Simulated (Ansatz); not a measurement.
We consider zinc-blende HgTe, described by revPBE (Ansatz, a first-principles code, plane waves, PAW).

Run with plane-wave cutoff 520 eV, 10×10×10 k mesh, Fermi–Dirac smearing 0.01 eV, scalar-relativistic PAW data made under PBE.

Equation-of-state points:

| V (Å³/atom) | E − E_lowest (meV/atom) |
|---|---|
| 35.763 | 14.53 |
| 36.524 | 6.18 |
| 37.285 | 1.48 |
| 38.046 | 0.00 |
| 38.806 | 1.35 |
| 39.567 | 5.21 |
| 40.328 | 11.27 |

Task: Estimate the bulk modulus and its pressure derivative from these points.

Result: V0 = 38.047 Å³/atom, B0 = 29.8 GPa, B′ = 5.3 (fit to the energies at full precision).

Measured, for comparison: bulk modulus 42.3 GPa (temperature not stated, no zero-point or thermal correction; as tabulated in Toher et al. (2017), arXiv:1611.05714); equilibrium volume per atom 33.70 Å³/atom (room temperature, no zero-point or thermal correction; as tabulated in Cava et al. (2013), arXiv:1302.1059). Computed (rounded) less measured: bulk modulus -30 %, equilibrium volume per atom +12.9 %.

Note: the cell is over a tenth larger than the published one: the level's own overestimate first of all, though another phase or state, or a fault of the published cell, is possible.

Spin–orbit coupling is not included; it can open a gap where bands touch, and shift volumes and moduli.

Static lattice: no zero-point or thermal effects.

Computing time: around 70 core-seconds (rough).
